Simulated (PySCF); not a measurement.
# BP: energy against distance

Set-up: PySCF, no relativity, basis sets B def2-TZVPPD, P def2-TZVPPD. Energies in eV from B + P in their ground configurations at the same level. State: ³Π (triplet), unpaired electrons σ ↑, π ↑.

Curves on a restricted Hartree–Fock reference rise too fast on stretching and do not dissociate correctly.

| R (Å) | PBE | PW91 | ROHF-MP2 | ROHF-CCSD(T) |
| --- | --- | --- | --- | --- |
| 1.497 | -2.561 | -2.602 | -1.936 |  |
| 1.567 | -3.279 | -3.312 | -2.654 | -2.479 |
| 1.637 | -3.692 | -3.718 | -3.060 | -2.900 |
| 1.689 | -3.852 | -3.873 | -3.210 | -3.063 |
| 1.741 | -3.911 | -3.929 | -3.258 | -3.125 |
| 1.793 | -3.894 | -3.909 | -3.227 | -3.110 |
| 1.863 | -3.781 | -3.792 | -3.093 | -3.001 |
| 1.950 | -3.543 | -3.550 | -2.820 | -2.768 |
| 2.054 | -3.175 | -3.180 | -2.396 | -2.409 |
| 2.194 | -2.637 | -2.641 | -1.753 |  |

Put a parabola through the three lowest points of the PBE curve and estimate Re, k and ωe (reduced mass 8.122 u; 1 eV/Å² = 0.16022 mdyn/Å; ωe = 1302.8·√(k/μ) cm⁻¹).

Through R = 1.689, 1.741, 1.793 Å the second-order coefficient is 14.1 eV/Å², so Re ≈ 1.755 Å, k ≈ 4.50 mdyn/Å and ωe ≈ 970 cm⁻¹. A polynomial fit of higher order to the unrounded PBE energies gives Re = 1.754 Å, k = 4.25 mdyn/Å, ωe = 942 cm⁻¹; anharmonicity and rounding make the difference.

The higher-order fit for each curve: PBE: Re = 1.754 Å, ωe = 942 cm⁻¹, De = 3.91 eV; PW91: Re = 1.751 Å, ωe = 944 cm⁻¹, De = 3.93 eV; ROHF-MP2: Re = 1.745 Å, ωe = 976 cm⁻¹, De = 3.26 eV; ROHF-CCSD(T): Re = 1.755 Å, ωe = 939 cm⁻¹, De = 3.13 eV.

Correlated steps freeze 6 core orbitals. The state was picked by a PBE0 search and need not be the measured ground state.
